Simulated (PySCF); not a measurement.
Input of a run (PBE0-D3(BJ)/def2-SVP geometry optimisation, gas phase (PySCF 2.14.0)), started from GFN2-xTB:
```
{"job": {"xc": "PBE0", "basis": "def2-SVP", "d3": "d3bj", "grid": 1, "maxiter": 40, "kind": "geom"}, "charge": -1, "multiplicity": 1}
Al    -0.002450     0.000420    -0.134210
Cl     0.013850    -0.018360     1.961810
H      1.532100     0.011680    -0.616990
H     -0.775390     1.334390    -0.590440
H     -0.768110    -1.328130    -0.620160
```

Output (energies in Eh, forces in Eh/bohr):
```
step   0  E = -704.03851466  max force = 0.039069
step   1  E = -704.04330272  max force = 0.012953
step   2  E = -704.04383930  max force = 0.005628
step   3  E = -704.04393007  max force = 0.001128
step   4  E = -704.04393366  max force = 0.000086
optimisation converged
```

Task: Summarise the run.

Result: The energy falls by 3.4 kcal/mol over 5 energy and gradient evaluations, the largest force component goes from 0.0391 to 8.6e-05 Eh/bohr, and the atoms move by 0.070 Å rms after alignment. The bond that changes most is Al1–Cl2 (ends: aluminium bonded to Cl and 3 H; chlorine bonded to Al), which lengthens by 0.138 Å. Bonds longer at the end by more than 0.005 Å: 4 of 4; shorter: 0. The energy never rose by more than 1e-6 Eh on the way. The first step brought 88 % of the lowering.

Task: What are the final bond lengths?

Result: Al1–Cl2 2.234 Å, Al1–H3 1.637 Å, Al1–H4 1.637 Å, Al1–H5 1.637 Å. Numbering counts from 1 in the input's order; the species is `[H][Al-]([H])([H])[Cl]` ([AlClH3]-).

The run used 51 basis functions and 27 SCF cycles in all.

No PBE0-D3(BJ)/def2-SVP frequencies stand behind this structure, so it isn't proved a minimum. The geometry's basis has no diffuse functions, a weakness for an anion.
